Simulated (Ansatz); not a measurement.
# C4H12: the cost of one run

All numbers below are computed with Ansatz 0.2.0 (RKS B3LYP-D4/6-31G).

**1. The structure to begin with**

Bond lengths: C3–C4 1.527 Å, C4–C5 1.527 Å, C4–C6 1.527 Å, C3–H7 1.088 Å, C3–H8 1.088 Å, C3–H9 1.088 Å, C4–H10 1.096 Å, C5–H11 1.088 Å, C5–H12 1.088 Å, C5–H13 1.088 Å, C6–H14 1.088 Å, C6–H15 1.088 Å, C6–H16 1.088 Å. Angles (14 of 24 angles, heavy atoms first): C3–C4–C5 110.4°, C3–C4–C6 110.5°, C5–C4–C6 110.4°, C3–C4–H10 108.5°, C5–C4–H10 108.5°, C6–C4–H10 108.5°, C4–C3–H7 110.7°, C4–C3–H8 110.7°, C4–C3–H9 110.3°, C4–C5–H11 110.3°, C4–C5–H12 110.7°, C4–C5–H13 110.7°, C4–C6–H14 110.7°, C4–C6–H15 110.2°.

Coordinates:

```xyz
16

H    -0.0515    0.2715   -4.1474
H    -0.0936   -0.0923   -3.4609
C    -1.4309   -0.1422    0.6387
C     0.0737   -0.2713    0.8621
C     0.6796    1.0863    1.2087
C     0.7506   -0.8556   -0.3752
H    -1.8699   -1.1110    0.4102
H    -1.9183    0.2536    1.5271
H    -1.6335    0.5310   -0.1921
H     0.2422   -0.9526    1.7041
H     0.5128    1.7921    0.3972
H     1.7516    0.9984    1.3715
H     0.2272    1.4897    2.1121
H     1.8130   -1.0066   -0.1977
H     0.6395   -0.1777   -1.2193
H     0.3075   -1.8136   -0.6393
```

**2. Preparing the start**

input.yaml reads:

```yaml
crystal:
  periodic: [false, false, false]
  atoms:
    - { symbol: H, position_ang: [-0.0515, 0.2715, -4.1474] }
    - { symbol: H, position_ang: [-0.0936, -0.0923, -3.4609] }
    - { symbol: C, position_ang: [-1.4309, -0.1422, 0.6387] }
    - { symbol: C, position_ang: [0.0737, -0.2713, 0.8621] }
    - { symbol: C, position_ang: [0.6796, 1.0863, 1.2087] }
    - { symbol: C, position_ang: [0.7506, -0.8556, -0.3752] }
    - { symbol: H, position_ang: [-1.8699, -1.111, 0.4102] }
    - { symbol: H, position_ang: [-1.9183, 0.2536, 1.5271] }
    - { symbol: H, position_ang: [-1.6335, 0.531, -0.1921] }
    - { symbol: H, position_ang: [0.2422, -0.9526, 1.7041] }
    - { symbol: H, position_ang: [0.5128, 1.7921, 0.3972] }
    - { symbol: H, position_ang: [1.7516, 0.9984, 1.3715] }
    - { symbol: H, position_ang: [0.2272, 1.4897, 2.1121] }
    - { symbol: H, position_ang: [1.813, -1.0066, -0.1977] }
    - { symbol: H, position_ang: [0.6395, -0.1777, -1.2193] }
    - { symbol: H, position_ang: [0.3075, -1.8136, -0.6393] }
basis:
  gaussian: { orbitals: "6-31G" }
hamiltonian:
  xc: b3lyp
  dispersion: d4
relax:
  f_tol: 0.02
  max_steps: 40
scf:
  lower_state_search: "off"
```

Started as:

```bash
ansatz run input.yaml --threads 1 --pin off --max-ram 2048MiB --backend cpu --events-out ev --progress --plain --runs-dir out
```

**Question.** How long does this run take on 1 thread of AMD EPYC, shared host, and how much memory does it need?

About 1.8 min, with a peak of 0.13 GiB.
